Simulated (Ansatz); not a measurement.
# AlSO+ (triplet): the correlation ladder, cc-pVDZ

One table from this session's results is given with a row withheld; the runs are named, their logs left out.

The runs use Ansatz 0.2.0, Gaussian basis; cc-pVDZ, core rule «outside noble gas», up to 11 orbitals frozen.

Plan: UHF; CCSD(T) on ROHF; CCSD(T) on UHF; BCCD(T) on ROHF; CISD as a restricted active space (open shells left free, so some higher excitations enter); CCSDT(Q) on ROHF; CCSDT(Q) on UHF.

25 further runs of the same task are left out: 12 for a known fault of the program, 4 that didn't finish, 9 set aside as unsound or not needed. Runs told in other sessions of the task aren't counted.

### The system

The geometry is a PBE0/def2-TZVP stationary point (not a proven minimum) of the parent state, kept for this charge and spin.

3 atoms, charge 1, spin multiplicity 3.

Atoms are counted from 1 here; the program's logs count them from 0.

Bond lengths: Al1–O2 1.721 Å, O2–S3 1.597 Å. Angles: Al1–O2–S3 180.0°.

The first run:

in.yaml reads:

```yaml
crystal:
  periodic: [false, false, false]
  atoms:
    - {symbol: Al, position_ang: [0.000000, 0.000000, 1.679600]}
    - {symbol: O, position_ang: [0.000000, 0.000000, -0.041100]}
    - {symbol: S, position_ang: [0.000000, 0.000000, -1.638500]}
basis:
  gaussian: {orbitals: cc-pVDZ}
total_charge: 1
magnetization: {spin_polarized: true, initial_magnetization: 2}
hamiltonian: {xc: hf}
output: {orbitals: {seedname: orbitals}}
```

Started as:

```bash
$ ansatz run in.yaml --threads 1 --pin off --events-out ev --progress --plain --max-ram 2393MiB
```

Steps of the session up to this table: UHF; CCSD(T) on ROHF; CCSD(T) on UHF; BCCD(T) on ROHF; CISD as a restricted active space (open shells left free, so some higher excitations enter); CCSDT(Q) on ROHF; CCSDT(Q) on UHF.

One table of the session follows, with a row left open; its other results are not shown here.

It belongs to the step «Misses and costs». 

```
   method  from UCCSDT(Q) (meV)
     ROHF              +10011.8
      UHF               +9797.8
     RMP2                     ?
     UMP2               +1114.1
     CISD               +1389.1
    RCCSD                +376.3
    UCCSD                +371.3
 RCCSD(T)                 +62.0
 UCCSD(T)                 +63.3
  BCCD(T)                 +59.0
   RCCSDT                 +38.5
   UCCSDT                 +38.2
RCCSDT(Q)                  +8.6
UCCSDT(Q)                     0
```

**Question.** Estimate the row for RMP2.

The run gave: from UCCSDT(Q) (meV): +1072.9. In the column «from UCCSDT(Q) (meV)» it lies between RCCSD (+376.3) and UMP2 (+1114.1).

Caveats from the session: Restricted and unrestricted rows rest on different reference determinants; a gap between their highest levels can come from leftover correlation error, from unlike frozen cores or from another state.
